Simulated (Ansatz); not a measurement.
Take GaAs in the zinc blende structure (space group F-43m, No. 216; a = 5.7456 Å) as the base.

The values are results of plane-wave PAW DFT at the PBE level (Ansatz, a quantum-chemistry and plane-wave program, 420 eV), no spin-orbit coupling, not measurements.

Modification: full substitution As → P, then cell and atoms are relaxed.

Measured band gap: GaAs 1.57 eV (static lattice; corrected from measurement; as listed in Wei Chen et al., Physical Review Materials (2018)); GaP 2.43 eV (static lattice; corrected from measurement; as listed in Wei Chen et al., Physical Review Materials (2018)).

Measured lattice parameter a: GaAs 5.64 Å (static lattice; corrected from measurement; as listed in Daniel Mejia-Rodriguez, S. B. Trickey, Phys. Rev. B (2018)); GaP 5.439 Å (static lattice; corrected from measurement; as listed in Daniel Mejia-Rodriguez, S. B. Trickey, Phys. Rev. B (2018)).

Question: How well does PBE reproduce the measured shift?

Answer: With PBE the band gap moves by +1.42 eV (0.16 → 1.58) against +0.86 eV measured; the lattice parameter a moves by -0.239 Å (5.746 → 5.506) against -0.201 Å measured.

No phonon test of stability was made.
